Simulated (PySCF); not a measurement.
**Working out the ionisation energy of Ar**

Ar [Ar] (1S) → Ar⁺ [Ne] 3s2 3p5 (2P). All numbers are calculated (PySCF 2.14, the non-relativistic Hamiltonian (point nucleus), in aug-cc-pV(D+d)Z). Frozen: [Ne]. Energies in hartree (1 hartree = 27.21139 eV):

```
            part   Ar (lower)  Ar⁺ (upper)
             UHF  -526.800972  -526.261706
CCSD correlation    -0.173220    -0.143165
             (T)    -0.002997    -0.002075
```

Q: What does Hartree-Fock give?

A: (-526.261706) − (-526.800972) = 0.539266 hartree = 14.674 eV.

Q: What do CCSD and CCSD(T) give?

A: The CCSD correlation energies differ by 0.030055 hartree = 0.818 eV and the triples by 0.000922 hartree = 0.025 eV, so CCSD gives 15.492 eV and CCSD(T) 15.517 eV.

Measured between the centres of the two terms (NIST): 15.819 eV, so CCSD(T) (valence) is off by -0.302 eV.

What remains against the reference includes basis incompleteness, the frozen core and higher excitations.
